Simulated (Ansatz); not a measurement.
# HO2Si: the cost of one run

Computed with Ansatz 0.2.0, Gaussian basis. Level: def2-QZVPP, core rule «outside noble gas», up to 7 orbitals frozen.

To be run: UHF; ROHF; CCSD(T) on UHF.

3 further runs of the same task are left out: 1 that didn't finish, 2 set aside as unsound or not needed.

### 1 The geometry

The geometry is a PBE0/def2-TZVP stationary point (not a proven minimum) of the parent state, kept for this charge and spin.

4 atoms, charge 0, spin multiplicity 2.

Atoms are counted from 1 here; the program's logs count them from 0.

Bond lengths: Si1–O2 1.675 Å, Si1–O3 1.675 Å, Si1–H4 1.518 Å. Angles: O2–Si1–O3 108.7°, O2–Si1–H4 103.2°, O3–Si1–H4 103.2°.

### 2 UHF

in.yaml reads:

```yaml
crystal:
  periodic: [false, false, false]
  atoms:
    - {symbol: Si, position_ang: [-0.131469, -0.484771, 0.000000]}
    - {symbol: O, position_ang: [0.080687, 0.468628, -1.360578]}
    - {symbol: O, position_ang: [0.080687, 0.468628, 1.360578]}
    - {symbol: H, position_ang: [1.101729, -1.369640, 0.000000]}
basis:
  gaussian: {orbitals: "def2-QZVPP.json"}
magnetization: {spin_polarized: true, initial_magnetization: 1}
hamiltonian: {xc: hf}
output: {orbitals: {seedname: orbitals}}
```

Launch:

```sh
$ ansatz run in.yaml --threads 1 --pin off --events-out ev --progress --plain --max-ram 2393MiB
```

Q: Estimate wall time and peak memory on 1 thread of Arm Neoverse V2, shared host.

About 59 s, with a peak of 0.53 GiB.
